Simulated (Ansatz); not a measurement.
# Worked example: correlation energy of BH$_{4}$⁺, singlet

All five atoms lie in one plane.

Geometry: a point of a stretch scan, not a stationary point.

```csv
atom,x (Å),y (Å),z (Å)
B,-0.0003,-0.0109,0.0110
H,-0.0159,0.8505,0.8609
H,-0.0176,-0.7006,0.7098
H,0.0210,0.8391,-0.8501
H,0.0153,-0.8723,-0.8388
```

Basis cc-pVDZ; Ansatz 0.2.0. Correlated methods freeze the noble-gas cores, which leaves 6 electrons in 33 orbitals. Prefix R: restricted or restricted open-shell reference.

Full CI is exact within this basis and frozen core; it isn't the basis-set limit.

Runs differ by some tens of microhartree through their thresholds, so steps under 0.03 kcal/mol mean nothing.

```csv
level,total energy (hartree)
RHF,-26.520193
RMP2,-26.625180
RCCSD,-26.650411
RCCSD(T),-26.652895
RCCSDT,-26.653394
RCCSDT(Q),-26.653525
full CI,-26.653556
```

Task: What is the correlation energy at full CI, and what share of it do RMP2 and RCCSD recover?

Result: E(corr) = -26.653556 − (-26.520193) = -0.133363 hartree = -3.629 eV. RMP2: -0.104987 / -0.133363 = 78.72 %. RCCSD: -0.130218 / -0.133363 = 97.64 %.

Task: By how many kcal/mol does RCCSD(T) miss full CI (1 hartree = 627.509 kcal/mol), and which steps make up the rest?

Result: -26.652895 − (-26.653556) = 0.000661 hartree = 0.41 kcal/mol. Steps: RCCSDT − RCCSD(T) = -0.31, RCCSDT(Q) − RCCSDT = -0.08, full CI − RCCSDT(Q) = -0.02 kcal/mol. That is within 1 kcal/mol of the reference in this basis, which itself misses far more of the correlation at the basis-set limit.
